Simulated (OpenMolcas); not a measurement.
# Predicting a hybrid from its neighbours: CH7BSi

The species is CH7BSi (10 atoms), meant as a singlet with charge 0. As SMILES, `CB[SiH3]`. The coordinates come from a PBE0-D4/def2-TZVP relaxation.

The vertical energy of the triplet above the singlet y, in eV, basis 6-311+G(d,p); a is the functional's share of exact exchange. Programs: OpenMolcas 26.06.

```
functional     program     a  y (eV)
       PBE  OpenMolcas     0    3.48
    revPBE  OpenMolcas     0    3.47
     B3LYP  OpenMolcas   0.2    3.76
      PBE0  OpenMolcas  0.25       ?
     BHLYP  OpenMolcas   0.5    3.93
```

**Question.** Fit y = c + s·a to the known rows and predict PBE0.

**Answer.** 
1. Means of the 4 rows: a = 0.1750, y = 3.660.
2. Σ(Δa)² = 0.1675, Σ(Δa·Δy) = 0.155, so the slope is 0.155/0.1675 = 0.92537.
3. Intercept: 3.660 − (0.92537) × 0.1750 = 3.498. The largest residual of the fit is 0.077.
4. PBE0: 3.498 + (0.92537) × 0.25 = 3.73 eV.

The run gave 3.63 eV, so the prediction is off by +0.10 eV, about the largest residual.
